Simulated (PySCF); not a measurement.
C₃H₉N, charge +1, multiplicity 2. Atoms are numbered in the order given.

```xyz
13

C     -1.3771    -0.4330     0.0000
N      0.0000     0.0000     0.0000
C      0.3135     1.4091     0.0000
C      1.0636    -0.9761     0.0000
H     -1.5591    -1.0641    -0.8894
H     -2.0556     0.4279     0.0000
H     -1.5591    -1.0641     0.8894
H     -0.1419     1.8823    -0.8894
H      1.3983     1.5663     0.0000
H     -0.1419     1.8823     0.8894
H      1.7011    -0.8182    -0.8894
H      1.7011    -0.8182     0.8894
H      0.6573    -1.9941     0.0000
```
Charge +1, spin multiplicity 2.

The structure is a stationary point at B3LYP-D3(BJ)/def2-SVP. The spin state was assumed, not searched.

The numbers are results of B3LYP-D3(BJ)/def2-SVP in PySCF 2.14.0, not measurements.

Harmonic, unscaled wavenumbers; measured fundamentals usually lie a few per cent lower.

Modes within 1.5 cm⁻¹ of each other (mostly degenerate sets) share a row, with their intensities summed.

| mode | ν (cm⁻¹) | IR (km/mol) | moving atoms (share of kinetic energy) |
|---|---|---|---|
| 1–2 | 81 | 0.0 | H 95 % |
| 3 | 110 | 5.6 | H 92 % |
| 4 | 343 | 3.4 | N 50 %, H 43 % |
| 5–6 | 421 | 0.2 | C 51 %, H 39 %, N 10 % |
| 7 | 789 | 0.0 | C 82 %, H 18 % |
| 8–9 | 1006 | 0.0 | H 81 %, C 19 % |
| 10–11 | 1027 | 9.7 | H 45 %, C 38 %, N 17 % |
| 12 | 1079 | 0.0 | H 81 %, C 19 % |
| 13 | 1120 | 4.5 | H 62 %, C 20 %, N 17 % |
| 14–15 | 1292 | 51.3 | H 43 %, N 32 %, C 25 % |
| 16 | 1386 | 0.0 | H 92 %, C 8 % |
| 17–18 | 1397 | 38.3 | H 83 %, N 10 % |
| 19–20 | 1424 | 0.0 | H 96 % |
| 21 | 1428 | 67.3 | H 96 % |
| 22–23 | 1465 | 32.8 | H 86 % |
| 24 | 1480 | 0.0 | H 90 %, C 10 % |
| 25–26 | 3003 | 65.8 | H 97 % |
| 27 | 3014 | 0.0 | H 97 % |
| 28 | 3077 | 23.2 | H 91 %, C 9 % |
| 29–30 | 3079 | 0.0 | H 91 %, C 9 % |
| 31–33 | 3185 | 15.0 | H 90 %, C 10 % |
